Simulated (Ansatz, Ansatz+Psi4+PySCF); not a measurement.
```xyz
2

Zn    0.0000    0.0000    0.8840
F     0.0000    0.0000   -0.8840
```

Basis set: cc-pVTZ (spherical functions). Left uncorrelated: 6 orbitals. Charge 0, multiplicity 2.

Computed with Ansatz (development build ahead of 0.2.0); the reference of a correlated method needn't be the lowest determinant of its kind.

Q: Give the atomization energy at this shape (free ground-state atoms in the same class of orbitals less the molecule, no zero-point energy) of doublet ZnF by UHF-CCSD(T), UHF-CCSD.

A:

| method | atomization energy |
| --- | --- |
| UHF-CCSD(T) | 2.88 eV |
| UHF-CCSD | 2.83 eV |

Caution: the reference determinant was not shown to be the lowest.
